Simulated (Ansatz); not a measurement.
## PBE against other levels and measurement: diamond-structure Ge

Programs: Ansatz (a first-principles code).

Question: For which of these properties of diamond-structure Ge does PBE miss the measurement, in which direction and by how much: lattice constant a, bulk modulus, cohesive energy, band gap?

Answer: PBE is well off the measurement for the lattice constant a (+2.07 %, at least halved by LDA, r²SCAN); bulk modulus (-24 %, at least halved by LDA, r²SCAN); band gap (-0.79 eV).  In between: cohesive energy (-0.19 eV/atom).

| property | PBE | LDA | r²SCAN | reference | PBE less reference |
|---|---|---|---|---|---|
| equilibrium lattice constant a (Å) | 5.761 | 5.621 | 5.675 | 5.644 | +2.07 % |
| bulk modulus B0 (GPa) | 59.0 | 71.3 | 70.8 | 77.3 | -24 % |
| cohesive energy (eV/atom) | 3.73 | 4.59 | 3.88 | 3.92 | -0.19 eV/atom |
| band gap (eV), at the measured cell, all with SOC | 0.00 | 0.00 | 0.35 | 0.79 | -0.79 eV |
| TO(Γ) frequency (cm⁻¹) | 274 | 291 | 296 | 304 | not scored |
| elastic constant C11 (GPa) | 104 | 122 | 127 | 131 | not scored |
| elastic constant C44 (GPa) | 54.1 | 62.2 | 67.3 | 68 | not scored |
| Voigt–Reuss–Hill shear modulus (GPa) | 44.7 | 50.7 | 55.4 | – | – |
| direct gap at Γ (eV), at the measured cell | 0.03 | – | 0.44 | – | – |

Where no measured value is used, PBE differs from r²SCAN by -19.3 % in the Voigt–Reuss–Hill shear modulus; from r²SCAN by -0.41 eV in the direct gap at Γ.

Low-temperature values still hold zero-point motion unless their source removed it.

The measured gap has a computed or estimated zero-point shift taken out.

Called well off clearly beyond 0.50 % for the lattice constant a, 10.0 % for the bulk modulus, 0.20 eV/atom for the cohesive energy, 0.20 eV for the band gap (bounds picked here from the quality of each reference).

Not scored: zone-centre TO phonon frequency (a doubt on the run), elastic constant C11 (a doubt on the run), elastic constant C44 (a doubt on the run).

The references are measured values: lattice constant a corrected to a static lattice, bulk modulus corrected to a static lattice, cohesive energy corrected to a static lattice, band gap corrected to a static lattice, zone-centre TO phonon frequency low temperature, elastic constant C11 low temperature, elastic constant C44 low temperature.

Unless a row names a cell, each level is at its own relaxed cell.

Levels without +SOC have no spin–orbit coupling; where heavier elements are present it shifts gaps, mostly down, and can invert bands. A gap of zero means that the bands touch or overlap. Density-functional gaps are differences of (generalised) Kohn–Sham levels.

Caveats: the solid has no gap at this level, which affects its response (PBE, LDA). Ansatz's density-functional and Hartree–Fock values are scalar-relativistic unless marked +SOC, with PAW data made under PBE.

References as tabulated in Tanner et al. (2021), arXiv:2110.11888; Mejia-Rodriguez and Trickey (2018), arXiv:1807.09216; Sun et al. (2011), doi:10.1103/physrevb.84.035117; Miglio et al. (2020), arXiv:2011.12765.
